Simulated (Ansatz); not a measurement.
# H₃S₂+: functionals against CCSD(T) at one geometry

One table from this session's results is given with a row withheld; the runs are named, their logs left out.

Computed with Ansatz 0.2.0, Gaussian basis. Level: single points in def2-TZVPP.

Correlated methods freeze the cores. B3LYP uses VWN-RPA correlation.

## The system as given

SMILES `S[SH2+]`, 5 atoms, charge 1, spin multiplicity 1.

Atoms are counted from 1 here; the program's logs count them from 0.

Bond lengths: S1–S2 2.162 Å, S1–H3 1.621 Å, S2–H4 1.428 Å, S2–H5 1.450 Å. Angles: S2–S1–H3 87.3°, S1–S2–H4 100.2°, S1–S2–H5 104.1°, H4–S2–H5 90.9°.

As a file:

```xyz
5
charge 1, multiplicity 1
S     1.20950   -0.92570    0.39840
S     0.35060    0.78910   -0.60020
H    -0.27280   -1.23140    0.98000
H    -0.81480    0.19310   -1.17140
H    -0.45080    1.43130    0.42410
```

Set-up of the first run:

File run/in.yaml:

```yaml
crystal:
  periodic: [false, false, false]
  atoms:
    - {symbol: S, position_ang: [1.209500, -0.925700, 0.398400]}
    - {symbol: S, position_ang: [0.350600, 0.789100, -0.600200]}
    - {symbol: H, position_ang: [-0.272800, -1.231400, 0.980000]}
    - {symbol: H, position_ang: [-0.814800, 0.193100, -1.171400]}
    - {symbol: H, position_ang: [-0.450800, 1.431300, 0.424100]}
basis:
  gaussian: {orbitals: def2-TZVPP}
total_charge: 1
correlation: {method: ccsd_t}
output: {forces: true}
```

No record of the launch command was kept for these runs.

Among the steps run: CCSD(T)/def2-TZVPP; PBE0-D4/def2-TZVPP; wB97M-V/def2-TZVPP; r2SCAN-D4/def2-TZVPP; PBE-D4/def2-TZVPP; r2SCAN0-D4/def2-TZVPP; B3LYP-D4/def2-TZVPP.

One table of the session follows, with a row left open; its other results are not shown here.

| method | RMS force component (eV/Å) | angle to CCSD(T) forces (°) |
| --- | --- | --- |
| CCSD(T) | 1.679 | reference |
| PBE0-D4 | 1.713 | 5.6 |
| wB97M-V | 1.748 | 3.0 |
| r2SCAN-D4 | 1.646 | 5.3 |
| PBE-D4 | ? | ? |
| r2SCAN0-D4 | 1.803 | 5.4 |
| B3LYP-D4 | 1.630 | 2.2 |

Q: Estimate the row for PBE-D4 from the others.

The run gave: RMS force component (eV/Å): 1.488; angle to CCSD(T) forces (°): 6.6. In the column «RMS force component (eV/Å)» it is the lowest.
